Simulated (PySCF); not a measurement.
How methods differ on the ionisation energy of S

S [Ne] 3s2 3p4 (3P) → S⁺ [Ne] 3s2 3p3 (4S), as a difference of total energies. Computed with PySCF 2.14 in Sapporo-DZP-2012 (5s4p2d, 27 functions), with scalar relativity by spin-free X2C-1e. Correlated levels: valence: [Ne] frozen. The calculations carry no spin-orbit coupling.

```
           method  ionisation energy (eV)  error (eV)
              UHF                   9.159      -1.177
             TPSS                  10.397      +0.061
            M06-L                  10.159      -0.177
    MP2 (valence)                   9.648      -0.688
SCS-MP2 (valence)                   9.667      -0.669
   CCSD (valence)                   9.668      -0.668
CCSD(T) (valence)                   9.682      -0.654
```

Reference: 10.336 eV (measured; NIST levels, between the centres of gravity of the two terms).

Errors of the correlated levels include the incompleteness of this basis and the frozen core.
